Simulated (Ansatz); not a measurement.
We consider fcc Al, described by PBE in Ansatz (plane waves, PAW).

Numerical settings: plane-wave cutoff 520 eV, 24×24×24 k mesh, Fermi–Dirac smearing 0.05 eV, scalar-relativistic PAW data made under PBE.

Computed at the level's own relaxed cell.

Predict the equilibrium volume per atom, bulk modulus B0, equilibrium lattice constant a and pressure derivative B′ of the bulk modulus.


- equilibrium volume per atom = 16.48 Å³/atom
- bulk modulus B0 = 76.9 GPa
- equilibrium lattice constant a = 4.040 Å
- pressure derivative B′ of the bulk modulus = 4.6

The run finds no gap.

Measured, for comparison: equilibrium volume per atom 16.22 Å³/atom, lattice constant a 4.018 Å (static lattice: zero-point anharmonic expansion removed; as tabulated in Mejia-Rodriguez and Trickey (2018), arXiv:1807.09216); bulk modulus 80.8 GPa (corrected for temperature and zero-point phonon effects, our sources range from 77.1 to 82.0; as tabulated in Levämäki et al. (2014), arXiv:1402.3671). Computed (rounded) less measured: equilibrium volume per atom +1.6 %, bulk modulus -5 % (-0.3 % to -6 % over the range), lattice constant a +0.5 %.

The computed numbers hold no vibrational or temperature effects.

Ansatz is a quantum-chemistry and plane-wave program.
